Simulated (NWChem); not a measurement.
# CN, doublet; SMILES N#[C]

Computed with NWChem. Spin-unrestricted. All runs use the structure optimised with PBE0-D3(BJ)/def2-TZVP, spin-unrestricted. No stability test was run on the SCF state.

Task: Estimate the computed values for PBE0/pcseg-1. Quantities: highest occupied level (eV); lowest empty minus highest occupied level, either spin (eV); dipole (D); <S²>.

Result: 
```yaml
highest occupied level (eV): -10.86
lowest empty minus highest occupied level, either spin (eV): 4.47
dipole (D): 1.51
"<S²>": 0.762
```
